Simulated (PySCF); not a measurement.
1,2-elimination

Start structure (CH6BN, singlet), relaxed at PBE0-D4/def2-TZVP:

B1  (-0.506, 0.233, 0.187)
N2  (0.345, 1.141, 0.809)
C3  (0.037, -0.951, -0.686)
H4  (-0.311, -1.910, -0.287)
H5  (-1.687, 0.395, 0.346)
H6  (1.348, 1.092, 0.738)
H7  (0.018, 1.906, 1.372)
H8  (-0.370, -0.893, -1.702)
H9  (1.127, -0.993, -0.761)
(Å)

The step: CH₆BN ([CH3][BH][NH2]) → CH₃B ([BH][CH2]) + NH₃ (still joined by a long B–N bond); bonds formed: N2–H4; bonds broken: C3–H4; bonds weakened to dative contacts: B1–N2. PySCF 2.14 with density fitting (its default auxiliary sets; JK sets also for MP2 and CCSD(T)); basis: def2-TZVPP and def2-QZVPP; cores frozen in the correlated methods. Extrapolation: Hartree–Fock as exp(−7.88 √X), correlation as X^−2.97. Energies below are by CCSD(T) at an estimated basis limit (MP2 extrapolated from triple and quadruple zeta, plus CCSD(T) − MP2 in triple zeta).

Question: What are the electronic barrier and the energy of the step, from the start structure to the end structure? (An estimate is asked for; the value comes from the calculation.)

Answer: The calculation gives: Barrier 326.1 kJ/mol; step energy 198.1 kJ/mol (uphill); reverse barrier, their difference, 128.0 kJ/mol. Barrier and step energy count from the start structure, the reverse barrier from the end structure.

The saddle point: One imaginary mode of 1672i cm⁻¹.
```
 pair  start (Å)  saddle (Å)  end (Å)
N2–H4       3.31        1.31     1.02
B1–N2       1.39        1.56     1.61
C3–H4       1.10        1.57     2.55
```

Zero-point energy (harmonic, PBE0-D4): ZPE is 201.4 kJ/mol at the start and 186.9 kJ/mol at the saddle, so the barrier goes from 326.1 to 311.6 kJ/mol.

First-order rate constant out of the start structure at 898 K by transition-state theory, with harmonic vibrational free energies alone and no tunnelling: ΔA‡ = 318.7 kJ/mol, so k = (kB T/h) exp(−ΔA‡/kB T) ≈ 10^-5 s⁻¹ (an order of magnitude at best: rotation, the number of equivalent paths and anharmonicity are left out).

T1 diagnostic: at most 0.013.

Labels in which every atom is bracketed show which atoms are joined, not bond orders.

For scale, one of the runs: CCSD(T)/def2-TZVPP, 177 basis functions, launched by `OMP_NUM_THREADS=4 python run.py`. The run took 2.9 min on 4 CPU threads of an Arm Neoverse V1 (shared host), with 1.5 GiB of host memory at its peak.
